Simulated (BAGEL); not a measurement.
# One shape, several levels: doublet SiH2O+

Aim: a comparison of 3 runs (NEVPT2(11,10)/6-31G*, CASPT2(11,10)/def2-TZVPP, NEVPT2(11,10)/def2-TZVPP) of doublet SiH2O+. 

The results are computed with BAGEL 1.2.2.

4 further runs of the same task are left out: 4 set aside as unsound or not needed.

### 1 The molecule

SiH2O+ has 4 atoms, charge +1, and is taken as a doublet. As SMILES of the parent species, `O=[SiH2]`. Geometry: relaxed at PBE0-D4/def2-TZVP. That shape belongs to the parent species and isn't relaxed for this state.

Bond lengths: O1–Si2 1.516 Å, Si2–H3 1.485 Å, Si2–H4 1.486 Å. Angles: O1–Si2–H3 124.0°, O1–Si2–H4 124.0°, H3–Si2–H4 111.9°.

### 2 A single-point energy at NEVPT2(11,10)/6-31G(d) (density fitting with cc-pvqz-jkfit, spherical functions) (run 1)

File nevpt2.json:

```json
{ "bagel": [

{
  "title": "molecule",
  "basis": "6-31gs.json",
  "df_basis": "cc-pvqz-jkfit",
  "angstrom": "true",
  "geometry": [
    { "atom": "O", "xyz": [   -0.283200,    0.413500,    1.469500 ] },
    { "atom": "Si", "xyz": [   -0.006700,    0.009800,    0.034900 ] },
    { "atom": "H", "xyz": [    0.439900,   -1.346000,   -0.376200 ] },
    { "atom": "H", "xyz": [   -0.150000,    0.922700,   -1.128300 ] }
  ]
},
{ "title": "hf", "charge": 2 },
{ "title": "casscf", "nstate": 1, "nact": 10, "nclosed": 6, "charge": 1, "nspin": 1, "maxiter": 200, "natocc": "true" },
{
  "title": "nevpt2",
  "nstate": 1,
  "nact": 10,
  "nclosed": 6,
  "charge": 1,
  "nspin": 1,
  "maxiter": 200,
  "natocc": "true",
  "ncore": 6
},
{ "title": "print", "file": "orbitals.molden", "orbitals": "true" }

]}
```

The basis set 6-31G* is read from a file made from the Basis Set Exchange's data (not shown).

Started as:

```bash
BAGEL_NUM_THREADS=1 BAGEL nevpt2.json > nevpt2.out
```

The log of the run:

```text
* using 1 threads per process

  ===============================================================
  ===============================================================

  *** Geometry ***

  { "atom" : "O", "xyz" : [     -0.535170,      0.781402,      2.776953 ] },
  { "atom" : "Si", "xyz" : [     -0.012661,      0.018519,      0.065951 ] },
  { "atom" : "H", "xyz" : [      0.831291,     -2.543571,     -0.710915 ] },
  { "atom" : "H", "xyz" : [     -0.283459,      1.743650,     -2.132178 ] },

  Number of auxiliary basis functions:      356

  Since a DF basis is specified, we compute 2- and 3-index integrals:
    o Being stored without compression. Storage requirement is 0.004 GB

  Number of basis functions:       36
  Number of electrons      :       24

[... 15 lines left out ...]
    * SCF iteration converged.
[... 1 line left out ...]
    * Permanent dipole moment:
[... 22 lines left out ...]
    * Second-order optimization converged. *
[... 13 lines left out ...]
     * ci vector, state   0, <S^2> = 0.7500
       22222a....     0.9713460513
       2222.a.2..     0.0841244222

    * METHOD: CASSCF                              46.44

    * freezing 6 orbitals

  === DF-NEVPT2 calculation ===

    * 3-index integral transformation done
    * assembly done

      NEVPT2 correlation energy:   -0.1123909249      0.04

          (+0)      0.0000000000
          (+0)'     0.0000000000
          (+1)      0.0000000000
          (+1)'     0.0000000000
          (+2)      0.0000000000
          (-1)      0.0000000000
          (-1)'    -0.0599960412
          (-2)     -0.0523948837

      NEVPT2 total energy:       -364.7858888694

    * METHOD: NEVPT2                             111.16

    * METHOD: PRINT                                0.00

  ===============================================================
```

It took 2.6 min on 1 thread of Intel Xeon 6975P-C (Granite Rapids), shared host; peak memory 4.6 GiB.

### 3 A single-point energy at CASPT2(11,10)/def2-TZVPP (density fitting with cc-pvqz-jkfit) (run 2)

File input.json:

```json
{ "bagel": [

{
  "title": "molecule",
  "basis": "tzvpp",
  "df_basis": "cc-pvqz-jkfit",
  "angstrom": true,
  "geometry": [
    { "atom": "O", "xyz": [      -0.283200,       0.413500,       1.469500 ] },
    { "atom": "Si", "xyz": [      -0.006700,       0.009800,       0.034900 ] },
    { "atom": "H", "xyz": [       0.439900,      -1.346000,      -0.376200 ] },
    { "atom": "H", "xyz": [      -0.150000,       0.922700,      -1.128300 ] }
  ]
},

{ "title": "hf", "charge": 2 },

{ "title": "casscf", "nstate": 1, "nact": 10, "nclosed": 6, "charge": 1, "nspin": 1, "maxiter": 200, "natocc": true },

{ "title": "print", "file": "orbitals.molden", "orbitals": true },

{ "title": "smith", "method": "caspt2", "ms": true, "xms": true, "sssr": true, "shift": 0.0, "ncore": 6 }

]}
```

Started as:

```bash
BAGEL_NUM_THREADS=1 BAGEL input.json > input.out
```

The log of the run:

```text
* using 1 threads per process

  ===============================================================
  ===============================================================

  *** Geometry ***

  { "atom" : "O", "xyz" : [     -0.535170,      0.781402,      2.776953 ] },
  { "atom" : "Si", "xyz" : [     -0.012661,      0.018519,      0.065951 ] },
  { "atom" : "H", "xyz" : [      0.831291,     -2.543571,     -0.710915 ] },
  { "atom" : "H", "xyz" : [     -0.283459,      1.743650,     -2.132178 ] },

  Number of auxiliary basis functions:      356

  Since a DF basis is specified, we compute 2- and 3-index integrals:
    o Being stored without compression. Storage requirement is 0.029 GB

  Number of basis functions:      101
  Number of electrons      :       24

[... 15 lines left out ...]
    * SCF iteration converged.
[... 1 line left out ...]
    * Permanent dipole moment:
[... 22 lines left out ...]
    * Second-order optimization converged. *
[... 15 lines left out ...]
     * ci vector, state   0, <S^2> = 0.7500
[... 8 lines left out ...]
  === SMITH program ===

    * freezing 6 orbitals

    * Approximate memory requirement for SMITH calulation per MPI process:
      o Storage requirement for T-amplitude, lambda, and residual is 0.01 GB
      o Storage requirement for MO integrals is 0.01 GB
    * Calculating and saving rdm4f

    * Zeroth order energy : state  0      -10.7546418709

    * CASPT2 iteration is performed using redundant basis

      ---- iteration ----

        0    -0.20256343     0.00743547      0.51
        1    -0.20482996     0.00118691      0.51
        2    -0.20493620     0.00020291      0.49
        3    -0.20493856     0.00003543      0.49
        4    -0.20493865     0.00000603      0.50
        5    -0.20493866     0.00000116      0.51
        6    -0.20493866     0.00000022      0.51

      -------------------

    * CASPT2 energy : state  0     -364.9499112324
        reference weight              0.9495935822

    * METHOD: SMITH                               16.49

  ===============================================================
```

Run time: 78 s. Hardware: 1 thread of Intel Xeon 6975P-C (Granite Rapids), shared host; peak memory 6.2 GiB.

### 4 The energy at NEVPT2(11,10)/def2-TZVPP (density fitting with cc-pvqz-jkfit) (run 3)

File calc.json:

```json
{ "bagel" : [

{
  "title" : "molecule",
  "basis" : "tzvpp",
  "df_basis" : "cc-pvqz-jkfit",
  "angstrom" : true,
  "geometry" : [
    { "atom" : "O", "xyz" : [      -0.283200,       0.413500,       1.469500 ] },
    { "atom" : "Si", "xyz" : [      -0.006700,       0.009800,       0.034900 ] },
    { "atom" : "H", "xyz" : [       0.439900,      -1.346000,      -0.376200 ] },
    { "atom" : "H", "xyz" : [      -0.150000,       0.922700,      -1.128300 ] }
  ]
},

{ "title" : "hf", "charge" : 2 },

{ "title" : "casscf", "nstate" : 1, "nact" : 10, "nclosed" : 6, "charge" : 1, "nspin" : 1, "maxiter" : 200, "natocc" : true },

{
  "title" : "nevpt2",
  "nstate" : 1,
  "nact" : 10,
  "nclosed" : 6,
  "charge" : 1,
  "nspin" : 1,
  "maxiter" : 200,
  "natocc" : true,
  "ncore" : 6
},

{ "title" : "print", "file" : "orbitals.molden", "orbitals" : true }

]}
```

Started as:

```bash
BAGEL_NUM_THREADS=1 BAGEL calc.json > calc.out
```

The log of the run:

```text
* using 1 threads per process

  ===============================================================
  ===============================================================

  *** Geometry ***

  { "atom" : "O", "xyz" : [     -0.535170,      0.781402,      2.776953 ] },
  { "atom" : "Si", "xyz" : [     -0.012661,      0.018519,      0.065951 ] },
  { "atom" : "H", "xyz" : [      0.831291,     -2.543571,     -0.710915 ] },
  { "atom" : "H", "xyz" : [     -0.283459,      1.743650,     -2.132178 ] },

  Number of auxiliary basis functions:      356

  Since a DF basis is specified, we compute 2- and 3-index integrals:
    o Being stored without compression. Storage requirement is 0.029 GB

  Number of basis functions:      101
  Number of electrons      :       24

[... 15 lines left out ...]
    * SCF iteration converged.
[... 1 line left out ...]
    * Permanent dipole moment:
[... 22 lines left out ...]
    * Second-order optimization converged. *
[... 15 lines left out ...]
     * ci vector, state   0, <S^2> = 0.7500
       22222a....     0.9727702465
       2222.a.2..     0.0834792313
       222.2a2...     0.0519028178

    * METHOD: CASSCF                              61.23

    * freezing 6 orbitals

  === DF-NEVPT2 calculation ===

    * 3-index integral transformation done
    * assembly done

      NEVPT2 correlation energy:   -0.1845979213      0.22

          (+0)      0.0000000000
          (+0)'     0.0000000000
          (+1)      0.0000000000
          (+1)'     0.0000000000
          (+2)      0.0000000000
          (-1)      0.0000000000
          (-1)'    -0.0735435999
          (-2)     -0.1110543214

      NEVPT2 total energy:       -364.9295704977

    * METHOD: NEVPT2                             111.04

    * METHOD: PRINT                                0.01

  ===============================================================
```

It took 2.9 min on 1 thread of Intel Xeon 6975P-C (Granite Rapids), shared host; peak memory 4.6 GiB.

### 5 The series

```tsv
run	level	target root	multistate	energy (Eh)	wall time
1	NEVPT2(11,10)/6-31G* (density fitting with cc-pvqz-jkfit, spherical functions)	0	–	-364.785889	2.6 min
2	CASPT2(11,10)/def2-TZVPP (density fitting with cc-pvqz-jkfit)	–	XMS	-364.949911	78 s
3	NEVPT2(11,10)/def2-TZVPP (density fitting with cc-pvqz-jkfit)	0	–	-364.929570	2.9 min
```

### 6 Summary of results

| quantity | value |
| --- | --- |
| run 3: total energy | -364.92957 Eh |

All runs together took 6.8 min, the longest 2.9 min.
